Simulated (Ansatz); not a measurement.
**doublet S₂(-): levels of theory in one basis**

```xyz
2

S    -0.0082   -0.0033   -0.9607
S    -0.0479    0.0101    0.9998
```

Basis set: def2-SVP (spherical functions). Frozen core: 10 orbitals. Correlation on ROHF uses semicanonical orbitals with singles. Charge -1, multiplicity 2.

Computed with Ansatz (development build ahead of 0.2.0); each method stands on the lowest determinant of its kind that the runs found.

```tsv
method	E − E(ROHF) (eV)	<S²> of the determinant
ROHF	0.00	0.75
UHF	-0.13	0.76
ROHF-MP2	-6.62	–
ROHF-CCSD(T)	-7.43	–
```

Task: What does UHF-MP2 give on the same scale?

Result: -6.56 eV.

Caution: no diffuse functions for an anion.
